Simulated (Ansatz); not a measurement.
Problem. Predict a relaxed structure of Al(NH3)2H3 (AlN₂H₉), charge 0, singlet, at PBE-D4/def2-SVP (Ansatz).

Solution. 
```xyz
12

Al    0.000    0.000    0.001
N     1.699   -1.140   -0.783
H     1.423   -2.095   -1.050
H     2.453   -1.222   -0.087
H     2.101   -0.693   -1.618
N    -1.699    1.140    0.782
H    -2.559    0.575    0.795
H    -1.889    1.974    0.211
H    -1.529    1.461    1.745
H     0.972    1.298    0.220
H    -0.183   -1.097    1.201
H    -0.789   -0.202   -1.419
```
Point group D3h (tolerance 0.1 Å). This is one stationary point.
